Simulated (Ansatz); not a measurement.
# AlPH₂ (singlet): from Hartree-Fock to the top rungs, cc-pVTZ

An exercise on one series of results from a longer session: the logs are not shown, and one member is left open.

Computed with Ansatz 0.2.0, Gaussian basis. Level: cc-pVTZ, core rule «outside noble gas», up to 10 orbitals frozen.

Plan: UHF; CCSD(T) on RHF; BCCD(T) on RHF; CCSDT(Q) on RHF.

9 further runs of the same task are left out: 6 for a known fault of the program, 3 set aside as unsound or not needed.

## The geometry

The geometry is a PBE0/def2-TZVP stationary point (not a proven minimum).

4 atoms, charge 0, spin multiplicity 1.

Atoms are counted from 1 here; the program's logs count them from 0.

Bond lengths: Al1–P2 2.131 Å, Al1–H3 1.583 Å, P2–H4 1.451 Å. Angles: P2–Al1–H3 176.8°, Al1–P2–H4 75.4°.

Geometry (Å):

```
Al    0.0000    0.0033    1.1038
P     0.0000    0.0453   -1.0264
H     0.0000   -0.1169    2.6818
H     0.0000   -1.3656   -0.6878
```

The first run:

File in.yaml:

```yaml
crystal:
  periodic: [false, false, false]
  atoms:
    - {symbol: Al, position_ang: [0.000000, 0.003348, 1.103758]}
    - {symbol: P, position_ang: [0.000000, 0.045326, -1.026381]}
    - {symbol: H, position_ang: [0.000000, -0.116866, 2.681764]}
    - {symbol: H, position_ang: [0.000000, -1.365594, -0.687779]}
basis:
  gaussian: {orbitals: cc-pVTZ}
magnetization: {spin_polarized: true, initial_magnetization: 0}
hamiltonian: {xc: hf}
output: {orbitals: {seedname: orbitals}}
```

Launch:

```console
ansatz run in.yaml --threads 1 --pin off --events-out ev --progress --plain --max-ram 4096MiB --backend cpu
```

Among the steps run: UHF; CCSD(T) on RHF; BCCD(T) on RHF; CCSDT(Q) on RHF.

One table of the session follows, with a row left open; its other results are not shown here.

It belongs to the step «Misses and costs». 

| method | from RCCSDT(Q) (kJ/mol) |
| --- | --- |
| RHF | +708.4 |
| RMP2 | +113.5 |
| RCCSD | +41.7 |
| RCCSD(T) | +5.8 |
| BCCD(T) | ? |
| RCCSDT | +2.8 |
| RCCSDT(Q) | 0 |

Estimate the missing values for BCCD(T).

The run gave: from RCCSDT(Q) (kJ/mol): +5.7. In the column «from RCCSDT(Q) (kJ/mol)» it lies between RCCSDT (+2.8) and RCCSD(T) (+5.8).

With the free atoms at the same levels and basis (separate runs), the atomisation energy is 8.545 eV at RCCSDT(Q), 8.522 eV at RCCSD(T), 5.508 eV at RHF.
